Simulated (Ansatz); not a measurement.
# CN (quartet): wave-function methods side by side at distance N1–C2 = 1.863 Å, 6-31G

Aim: climb from Hartree-Fock through coupled cluster and multireference methods for CN (quartet) at one geometry and basis, and see what each rung misses.

Program: Ansatz 0.2.0, Gaussian basis. Level of theory: 6-31G, core rule «outside noble gas», up to 2 orbitals frozen. These are calculated values, not measurements.

Plan: UHF; CCSD(T) on ROHF; CCSD(T) on UHF; BCCD(T) on ROHF; CISD; CCSDT(Q) on ROHF; CCSDT(Q) on UHF; CISDTQ; CCSDTQ on ROHF; CCSDTQ on UHF; CASSCF and MRCISD+Q, 5 electrons in 5 orbitals; CASSCF and NEVPT2, 5 electrons in 5 orbitals; CASSCF and MRCISD+Q, 9 electrons in 8 orbitals; CASSCF and NEVPT2, 9 electrons in 8 orbitals; Full CI; Full CI in the symmetry of the determinant.

14 further runs of the same task are left out: 1 for a known fault of the program, 11 that didn't finish, 2 set aside as unsound or not needed.

### 1 The system

The geometry derives from a PBE0/def2-TZVP stationary point (not a proven minimum). One bond is set to the value named and the two fragments are kept rigid.

2 atoms, charge 0, spin multiplicity 4.

Atoms are counted from 1 here; the program's logs count them from 0.

No contacts short enough for the rule that draws bonds.

### 2 UHF

Contents of in.yaml:

```yaml
crystal:
  periodic: [false, false, false]
  atoms:
    - {symbol: N, position_ang: [0.000000, 0.000000, 0.000000]}
    - {symbol: C, position_ang: [0.000000, 0.000000, 1.863000]}
basis:
  gaussian: {orbitals: 6-31G}
magnetization: {spin_polarized: true, initial_magnetization: 3}
hamiltonian: {xc: hf}
output: {orbitals: {seedname: orbitals}}
```

Command:

```console
ansatz run in.yaml --threads 1 --pin off --events-out ev --progress --plain --max-ram 2393MiB
```

The runs that follow: CCSD(T) on ROHF; CCSD(T) on UHF; BCCD(T) on ROHF; CISD; CCSDT(Q) on ROHF; CCSDT(Q) on UHF; CISDTQ; CCSDTQ on ROHF; CCSDTQ on UHF; CASSCF and MRCISD+Q, 5 electrons in 5 orbitals; CASSCF and NEVPT2, 5 electrons in 5 orbitals; CASSCF and MRCISD+Q, 9 electrons in 8 orbitals; CASSCF and NEVPT2, 9 electrons in 8 orbitals; Full CI; Full CI in the symmetry of the determinant.

Before running them: what should the planned runs give, taken together? Wanted: FCI from the RHF energy; UMP2 from FCI; NEVPT2 valence from FCI; MRCISD+Q valence from FCI; T1 diagnostic; effectively unpaired electrons.

As calculated:

| quantity | value |
| --- | --- |
| FCI from the ROHF energy | -4.2806 eV |
| UMP2 from FCI | +158.6 kJ/mol |
| NEVPT2 valence from FCI | +50.4 kJ/mol |
| MRCISD+Q valence from FCI | +3.2 kJ/mol |
| levels within 1 kcal/mol (43 meV) | MRCISD+Q valence |
| T1 diagnostic | 0.034 |
| effectively unpaired electrons | 4.21 |

In words: With 4.2 effectively unpaired electrons against 3 the state is strongly multireference. Of the multireference levels listed MRCISD+Q valence comes nearest in total energy (+3.2 kJ/mol), which doesn't show that its space is the better one. The lowest state has another symmetry than the determinant, whose own symmetry lies 0.21 eV higher, so single-reference misses include that gap. These misses are within one basis, not against nature; the frozen cores of restricted and unrestricted runs differ, which can shift their rows.

Levels on UHF freeze UHF's core orbitals, full CI those of ROHF, so the U rows can settle a little off it for that reason alone.

With open shells the CI space here admits some triples and quadruples, so it is larger than plain CISD.
